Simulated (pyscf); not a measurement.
Structures and frequencies: ωB97X-D3(BJ)/def2-SVP in PySCF. Correlated levels are frozen-core, on RHF or UHF. ΔMP2 is the change of the MP2 total energy from the triple- to the quadruple-zeta basis.

**Question.** `[SiH3][PH][GeH3]` → `[PH2][GeH3]` + `[SiH2]` [singlet]
Surface: singlet. Broken: P–Si, H–Si. Formed: H–P. Give ΔE‡ and ΔE from CCSD(T)/def2-TZVPP, relative to the reactant's lowest minimum found.

**Answer.** ΔE‡ = 252.7 kJ/mol, ΔE = +255.1 kJ/mol. CCSD(T)/def2-TZVPP + ΔMP2(QZVPP) gives 253.1 kJ/mol and +260.8 kJ/mol. Zero-point energy shifts the barrier by -8.5 kJ/mol. It is a 1,1-elimination, with an imaginary mode of 922i cm⁻¹. On the product side the descent ends in a bound adduct, 40.2 kJ/mol under the separated species and 28.8 kJ/mol under the saddle at ωB97X-D3(BJ)/def2-TZVP. At CCSD(T) the saddle lies under the separated products, which points to a path from their complex (located at ωB97X-D3(BJ) alone), and parting the products costs more than the saddle. At ωB97X-D3(BJ) the barrier from the zero used here is 279.9 kJ/mol. This is the saddle that the search found; another between the same sides may lie lower. The CCSD(T) − MP2 part came from Ansatz, without density fitting, on the same reference. The frozen core leaves the outer d or s,p core shells of the metals and heavy elements correlated in the MP2 and CC values, and def2-TZVPP describes them poorly, which can shift differences by a few kcal/mol. Elements up to Kr have no core potential and no relativistic terms here.
